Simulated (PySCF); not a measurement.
Bonds: C1-C2 1.494 Å, C2-N3 1.270 Å, C2-C4 1.516 Å, C4-O5 1.202 Å. C1 carries H6, H7, H8; N3 carries H9; C4 carries H10.

- PBE0-D3(BJ)/def2-SVP geometry
- NMR shieldings at PBE/pcSseg-2/GIAO
- run in PySCF 2.14
- relativity neglected, one computed conformer, fast rotation and ring inversion assumed for equivalent nuclei, gas phase

Scale: TMS for 13C and 1H; 15N vs NH3; 17O against H2O (reference shieldings calculated alike).

```tsv
atoms	nucleus	count	δ (ppm)
C1	13C	1	24.7
H6/H7/H8	1H	3	2.39
C2	13C	1	179.7
H9	1H	1	11.69
O5	17O	1	674.1
C4	13C	1	191.2
N3	15N	1	?
H10	1H	1	?
```

Fill in the missing shifts.

Answers


- H10: 9.62 ppm, hydrogen on a carbon bonded to C, O
- N3: 359.7 ppm, nitrogen bonded to C, H

Exchangeable OH/NH protons stand at their gas-phase positions; hydrogen bonding in a real sample shifts them, mostly to higher δ. Shifts are as computed, not scaled to solution data. Of 1211 compounds with measured shifts, 218 miss one by over three times the rms of a fit or turn the order of signals round; such compounds aren't used in these exercises. Unscaled 17O shifts of doubly bonded oxygen tend to come out too high, by tens of ppm or more. Experimental scales use liquid or dissolved standards, which lie at an offset from isolated NH3 (liquid NH3: subtract about 20 ppm) and H2O (liquid H2O: subtract about 36 ppm). Unscaled 15N shifts of sp2 nitrogen come out 20 to 40 ppm too high even then.
